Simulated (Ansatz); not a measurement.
Basis-set extrapolation for `CSC(=O)CCl` (PBE0-D4/def2-TZVP geometry, frozen core, the Gaussian-basis code of Ansatz). Multiplicity 1, RHF reference.

|  | def2-TZVPP | def2-QZVPP |
| --- | --- | --- |
| HF | -1048.506289 | -1048.538924 |
| MP2 correlation | -1.095192 | -1.181208 |
| CCSD(T) correlation | -1.196382 | not run |

Energies in hartree. Use E(X) = E(∞) + A·exp(−7.88·√X) for Hartree–Fock and E(X) = E(∞) + B·X^(−2.97) for correlation, with X = 3 and 4, and add CCSD(T) minus MP2 of the smaller set to the MP2 limit.

Q: What is the CCSD(T) energy at the basis-set limit?

A: HF limit: -1048.538924 + (-0.032635) × 0.13774 = -1048.54342. MP2 limit: -1.181208 + (-0.086016) × 0.74074 = -1.24492. Higher-order term: -1.196382 − (-1.095192) = -0.10119. Total: -1049.88953 hartree, 490.6 kJ/mol below CCSD(T)/def2-TZVPP.
